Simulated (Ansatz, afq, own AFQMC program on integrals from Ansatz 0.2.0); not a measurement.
CHGe, quartet in cc-pVDZ, levels against CCSDT(Q)

```xyz
3

Ge    0.0000   -0.1297    1.8729
C     0.0000   -0.3135   -0.5391
H     0.0000    0.4432   -1.3339
```

Connectivity, by distances: Ge–CH.

Basis cc-pVDZ. Noble-gas cores (and the filled d shells of Ga–Kr and In–Xe) are frozen. Ansatz 0.2.0 and our own AFQMC program on the same integrals; the CISD trial comes from CCSD amplitudes, and released means the phaseless constraint is let go. Free AFQMC starts from the CCSD state and is never constrained. Its projection time is finite, and what remains of the start isn't in its error. ± is one standard error of the sampling. No spin–orbit coupling.

Determinant: UHF, the one that the program's search chose, which needn't be the lowest solution. The geometry is a point of a scan.

No full CI on the walks' own integrals is used here; CCSDT(Q) serves as the reference and is uncertain by about the last step of the cluster series.

Cautions: no relativity below Rb; no spin-orbit coupling; inner d shell frozen; lower spins were not checked; higher spins were not checked; raised T1 diagnostic (T1 0.041, weight of the determinant 0.86, largest double 0.07).

```
T1 diagnostic                               : 0.0410
weight of the determinant in the CISD state : 0.861
⟨S²⟩ of the determinant                     : 3.787
size of the correlated space                : 9 electrons in 31 orbitals
```

Reference: CCSDT(Q), correlation energy -5.019 eV. The released energy is read at 2.40 1/Eh (meV from the phaseless value at times in 1/Eh: -5 ± 10 at 0.24, -9 ± 11 at 0.51, -10 ± 12 at 0.99, -46 ± 12 at 1.62, -24 ± 17 at 2.40).

```tsv
level	E − E(reference) (kcal/mol)	share of correlation (%)
HF	115.74	0.00
MP2	27.91	75.89
CCSD	5.48	95.27
CCSD(T)	1.66	98.57
CCSDT	0.39	99.67
ph-AFQMC/HF	2.72 ± 0.99	97.65
ph-AFQMC/CISD	1.30 ± 0.27	98.87
released AFQMC	0.75 ± 0.40	99.35
free AFQMC	0.44 ± 0.55	99.62
```

Free projections are given only where their last times agree within the noise and don't stop above the reference; a slow remainder of the start can still hide under it. A walk keeps the symmetry of its determinant, which the program's search chose and which needn't be the lowest solution, so a lower state of the same spin and another symmetry isn't excluded. Released energies are given only where the last usable release times agree within the noise; a slower fall can still hide under it.
